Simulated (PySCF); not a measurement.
Geometry:
| atom | x (Å) | y (Å) | z (Å) |
| --- | --- | --- | --- |
| Cl1 | 1.578 | -0.514 | 1.838 |
| C2 | 0.815 | -0.919 | 0.252 |
| C3 | 1.027 | 0.212 | -0.744 |
| C4 | -0.157 | 1.180 | -0.536 |
| C5 | -1.123 | 0.471 | 0.432 |
| C6 | -0.692 | -0.992 | 0.407 |
| H7 | 1.276 | -1.859 | -0.047 |
| H8 | 1.002 | -0.217 | -1.750 |
| H9 | 2.000 | 0.685 | -0.619 |
| H10 | 0.174 | 2.137 | -0.134 |
| H11 | -0.645 | 1.391 | -1.490 |
| H12 | -2.169 | 0.601 | 0.151 |
| H13 | -1.005 | 0.867 | 1.442 |
| H14 | -1.004 | -1.565 | 1.280 |
| H15 | -1.090 | -1.491 | -0.484 |

Geometry: PBE0-D3(BJ)/def2-TZVP; GIAO shifts from PySCF, gas phase, non-relativistic, averaged over equivalent atoms.

At B97-2/pcSseg-2 (349 basis functions, 52 s wall time on 1 thread of an Arm Neoverse V2, shared host):
| atoms | δ (ppm) |
| --- | --- |
| Cl1 | 169.6 |
| C2 | 71.4 |
| C3/C6 | 40.9 |
| C4/C5 | 25.7 |
| H7 | 4.47 |
| H10/H13 | 2.08 |
| H9/H14 | 2.01 |
| H8/H15 | 1.83 |
| H11/H12 | 1.70 |

δ = σ(ref) − σ, references computed at the same level: ³⁵Cl (941.52 ppm) vs HCl; TMS for ¹³C (185.38 ppm) and ¹H (31.64 ppm).

What do these become at KT3/pcSseg-2?

Answers


```json
{"atoms": "Cl1", "δ at KT3/pcSseg-2": "181.7", "change": "+12.1"}
{"atoms": "C2", "δ at KT3/pcSseg-2": "71.7", "change": "+0.3"}
{"atoms": "C3/C6", "δ at KT3/pcSseg-2": "41.4", "change": "+0.5"}
{"atoms": "C4/C5", "δ at KT3/pcSseg-2": "26.4", "change": "+0.7"}
{"atoms": "H7", "δ at KT3/pcSseg-2": "4.69", "change": "+0.22"}
{"atoms": "H10/H13", "δ at KT3/pcSseg-2": "2.16", "change": "+0.08"}
{"atoms": "H9/H14", "δ at KT3/pcSseg-2": "2.10", "change": "+0.09"}
{"atoms": "H8/H15", "δ at KT3/pcSseg-2": "1.91", "change": "+0.08"}
{"atoms": "H11/H12", "δ at KT3/pcSseg-2": "1.75", "change": "+0.05"}
```

Chemical shifts δ = σref − σ; ³⁵Cl (σ = 942.39 ppm) against HCl; ¹³C (σ = 183.24 ppm) and ¹H (σ = 31.63 ppm) against TMS, all at this level.

The largest change is at Cl1 (chlorine bonded to C). Cost: 349 basis functions, 69 s wall time on 1 thread of an Arm Neoverse V2, shared host. The order of the carbon signals is the same at both levels.

Carbons that carry Cl, above all several Cl atoms, come out too deshielded, partly because spin–orbit coupling is missing.
